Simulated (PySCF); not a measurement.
H₃Si, SMILES `[SiH3]` (charge 0, multiplicity 2)

The numbers are results of PySCF 2.14.0 with PBE0-D4/def2-TZVP, not measurements.

```json
{
 "highest_occupied_spin_orbital": "-6.40 eV",
 "dipole_moment": "0.03 D",
 "total_energy": "-291.1098 Ha",
 "cost": "roughly 6 core-seconds"
}
```

Bonded distances (Å): Si1–H2 1.486, Si1–H3 1.486, Si1–H4 1.486. Angles (°): H2–Si1–H3 111.2, H2–Si1–H4 111.2, H3–Si1–H4 111.2.
Charge 0, spin multiplicity 2.
